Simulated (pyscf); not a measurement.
Elementary routes open to HS–GaH₂ + HCl in the gas phase (singlet surface):
A. HS–GaH–Cl + H₂ (Ga–H, Cl–H broken; Cl–Ga, H–H formed)
B. H₂S + Cl–GaH₂ (Ga–S, Cl–H broken; H–S, Cl–Ga formed)

Structures and frequencies: ωB97X-D3(BJ)/def2-SVP in PySCF.

Task: Rank the routes by free-energy barrier at 298 K, lowest first, for ωB97M-D3(BJ)/def2-TZVP energies (ideal gas, 1 atm, RRHO with modes under 100 cm⁻¹ raised to 100, one conformer, R ln 2 for chiral ones without a mode under 150 cm⁻¹).

Result: B (7.4 kcal/mol), A (18.3 kcal/mol)

Route B is the fastest of these, ahead of the next by 11.0 kcal/mol. The most stable products are those of A (ΔG = -23.5 kcal/mol), whose barrier is 11.0 kcal/mol higher: the kinetic and the thermodynamic product differ. At 1200 K B is still the fastest. A: On the reactant side the descent ends in a complex, 5.4 kcal/mol under the separated species and 12.0 kcal/mol under the saddle at ωB97X-D3(BJ)/def2-TZVP. B: On the reactant side the descent ends in a complex, 7.4 kcal/mol under the separated species and 2.8 kcal/mol under the saddle at ωB97X-D3(BJ)/def2-TZVP. On the product side the descent ends in an adduct with a Ga–S contact, 15.8 kcal/mol under the separated species and 17.5 kcal/mol under the saddle at ωB97X-D3(BJ)/def2-TZVP. Only these routes are compared; each barrier is that of the saddle found, and lower ones may exist. Elements up to Kr have no core potential and no relativistic terms here.
